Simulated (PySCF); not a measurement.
C2H2, singlet, geometry from GFN2-xTB of the parent state; MP2/def2-SV(P) (PySCF).

The PySCF input:
```python
from pyscf import gto, scf, mp

mol = gto.M(
    atom='''
C    -0.562046    0.174934   -0.262165
C     0.634860   -0.027045    0.107002
H    -1.598383   -0.210799    0.039867
H     1.161498   -0.676533    0.891111
''',
    basis='def2-sv(p)',
    charge=0,
    spin=0,
    verbose=5,
)

mf = scf.RHF(mol)
mf.kernel()

pt = mp.MP2(mf)
pt.kernel()
print('E(MP2) = %.10f' % pt.e_tot)
mf.analyze()
```

Question: Write the output that PySCF gives for this input, abridged.

Answer: 
```
PySCF version 2.14.0

[INPUT] verbose = 5
[INPUT] max_memory = 4000
[INPUT] num. atoms = 4
[INPUT] num. electrons = 14
[INPUT] charge = 0
[INPUT] spin (= nelec alpha-beta = 2S) = 0
[INPUT] symmetry False subgroup None
[INPUT] Mole.unit = angstrom
[INPUT] Symbol           X                Y                Z      unit          X                Y                Z       unit  Magmom
[...]
[INPUT] ---------------- BASIS SET ----------------
[INPUT] l, kappa, [nprim/nctr], expnt,             c_1 c_2 ...
[INPUT] C
[...]
                                186.29004992      0.040638409211
                                42.251176346      0.18025593888
                                11.676557932      0.46315121755
                                3.5930506482      0.44087173314
[...]
                                2.0103545142      0.21117025112
                                0.54771004707     0.51328172114
[...]
[INPUT] H
[...]
                                1.9622572         0.13796524
                                0.44453796        0.47831935
[...]
nuclear repulsion = 23.5685257861776
number of shells = 16
number of NR pGTOs = 56
number of NR cGTOs = 32
basis = def2-sv(p)
ecp = {}

******** <class 'pyscf.scf.hf.RHF'> ********
method = RHF
initial guess = minao
damping factor = 0
level_shift factor = 0
DIIS = <class 'pyscf.scf.diis.CDIIS'>
diis_start_cycle = 1
diis_space = 8
diis_damp = 0
SCF conv_tol = 1e-09
SCF conv_tol_grad = None
SCF max_cycles = 50
direct_scf = True
direct_scf_tol = 1e-13
Set gradient conv threshold to 3.16228e-05
Initial guess from minao.
E1 = -148.69122345490825  E2 = 48.455647263364995  Ecoul = 59.29454841535507  Exc = -10.838901151990072
init E= -76.6670504053656
cond(S) = 968.2032682297289
[...]
  mo_energy =
[-11.29464036 -11.29001524  -1.29098742  -0.71950522  -0.50925833
  -0.27818368  -0.25796632  -0.04343337   0.09900615   0.18407778
   0.22475265   0.46349797   0.48278572   0.61771734   0.6554541
   0.68868294   0.69350251   0.77182875   0.82495489   0.83375777
   0.97783633   1.11760247   1.70648931   1.77375272   1.77867927
   2.0196885    2.13880653   2.23271232   2.33791404   2.70724894
   2.88875698   3.09837986]
E1 = -149.03097010796554  E2 = 48.80183208459163  Ecoul = 59.57721382236932  Exc = -10.775381737777693
cycle= 1 E= -76.6606122371963  delta_E= 0.00644  |g|= 0.216  |ddm|= 1.88
[...]
  mo_energy =
[-11.27458045 -11.27209252  -1.01533578  -0.73151028  -0.63003936
[...]
converged SCF energy = -76.6824580008447
E(RMP2) = -76.9561828462289  E_corr = -0.273724845384151
E(SCS-RMP2) = -76.9528709739728  E_corr = -0.270412973128089
E(MP2) = -76.9561828462
Total Energy =                         -76.682458000844719
[...]
1 C 3s          -0.05032   0.00000   0.01518   0.10216   0.00000
1 C 2px         -0.00174   0.00048   0.01551   0.01119   0.00247
1 C 2py          0.02784  -0.00436  -0.01137  -0.00390  -0.02258
1 C 2pz         -0.03108  -0.00393   0.01449   0.00568  -0.02037
1 C 3px         -0.10718   0.00025   0.03226  -0.15529   0.00154
1 C 3py          0.01450  -0.00227  -0.06314   0.02833  -0.01404
1 C 3pz         -0.02908  -0.00205   0.07393  -0.05025  -0.01266
1 C 3dxy         0.24074  -0.11806   0.26447  -0.18721   0.50546
1 C 3dyz         0.48745   0.05235  -0.60365  -0.08691   0.07572
1 C 3dz^2       -0.22351   0.56619  -0.02628  -0.24122   0.22294
1 C 3dxz        -0.26175  -0.18005  -0.19511   0.33518   0.43288
1 C 3dx2-y2      0.22808   0.36095   0.11796   0.49695   0.01991
2 H 1s           0.05619  -0.00000   0.01813  -0.01282  -0.00000
2 H 2s          -0.11632   0.00000  -0.03645   0.03996   0.00000
3 H 1s           0.05619  -0.00000  -0.01813  -0.01282  -0.00000
3 H 2s          -0.11632   0.00000   0.03645   0.03996   0.00000
               #31       #32
0 C 1s          -0.00024   0.00084
0 C 2s          -0.01371  -0.07567
0 C 3s          -0.01190  -0.08663
0 C 2px         -0.01020  -0.08980
0 C 2py          0.01668   0.01155
0 C 2pz         -0.01973  -0.02370
0 C 3px         -0.06804   0.00467
0 C 3py         -0.02838  -0.00148
0 C 3pz          0.02322   0.00221
0 C 3dxy         0.43985   0.12118
0 C 3dyz         0.10287   0.05825
0 C 3dz^2       -0.19931   0.28396
0 C 3dxz        -0.43918  -0.27263
0 C 3dx2-y2      0.22252  -0.55022
1 C 1s           0.00024  -0.00084
1 C 2s           0.01371   0.07567
1 C 3s           0.01190   0.08663
1 C 2px         -0.02379  -0.08653
1 C 2py         -0.01094   0.01820
1 C 2pz          0.00925  -0.03068
1 C 3px         -0.03180   0.00530
1 C 3py          0.04523  -0.00020
1 C 3pz         -0.05401   0.00086
1 C 3dxy         0.33061  -0.21791
1 C 3dyz         0.30507  -0.10947
1 C 3dz^2       -0.27166  -0.22482
1 C 3dxz        -0.31482   0.36730
1 C 3dx2-y2      0.33299   0.48047
2 H 1s          -0.01805  -0.01218
2 H 2s           0.08021  -0.04532
3 H 1s           0.01805   0.01218
3 H 2s          -0.08021   0.04532
 ** Mulliken pop on meta-lowdin orthogonal AOs  **
 ** Mulliken pop  **
[...]
 ** Mulliken atomic charges  **
charge of    0C =     -0.16500
charge of    1C =     -0.16500
charge of    2H =      0.16500
charge of    3H =      0.16500
Dipole moment(X, Y, Z, Debye): -0.59309, -1.20458,  1.26383
```
